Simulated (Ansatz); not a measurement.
# Worked example: correlation energy of SnH, quartet

Geometry: that of the SnH⁻, triplet, kept fixed. The doublet lies 1.7 eV lower here.

```xyz
2

Sn    0.0000    0.0000    0.0000
H     0.0000    0.0000    1.8112
```

Basis def2-SVPD with its core potentials; Ansatz 0.2.0. Correlated methods freeze the noble-gas cores and the filled d shells of p-block atoms, which leaves 5 electrons in 31 orbitals. R marks a restricted (for open shells ROHF) determinant. No spin–orbit coupling is included; scalar relativity enters through the core potentials alone.

Full CI is exact within this basis and frozen core; it isn't the basis-set limit.

RCCSD has a T1 diagnostic of 0.038 and a largest doubles amplitude of 0.08.

Runs differ by some tens of microhartree through their thresholds and, for an open shell, their frozen cores, so steps under 0.03 kcal/mol mean nothing.

Here the R and U totals at CCSDT(Q) differ by 0.78 kcal/mol, a measure of how far such totals hang on the determinant and its frozen core.

| level | total energy (hartree) |
| --- | --- |
| RHF | -213.846044 |
| RMP2 | -213.893368 |
| RCCSD | -213.910178 |
| RCCSD(T) | -213.911875 |
| RCCSDT | -213.912434 |
| RCCSDT(Q) | -213.912467 |
| full CI | -213.912414 |

Question: What is the correlation energy at full CI, and what share of it do RMP2 and RCCSD recover?

Answer: E(corr) = -213.912414 − (-213.846044) = -0.066370 hartree = -1.806 eV. RMP2: -0.047324 / -0.066370 = 71.30 %. RCCSD: -0.064134 / -0.066370 = 96.63 %.

Question: By how many kcal/mol does RCCSD(T) miss full CI (1 hartree = 627.509 kcal/mol), and which steps make up the rest?

Answer: -213.911875 − (-213.912414) = 0.000539 hartree = 0.34 kcal/mol. Steps: RCCSDT − RCCSD(T) = -0.35, RCCSDT(Q) − RCCSDT = -0.02, full CI − RCCSDT(Q) = 0.03 kcal/mol. That is within 1 kcal/mol of the reference in this basis, which itself misses far more of the correlation at the basis-set limit.
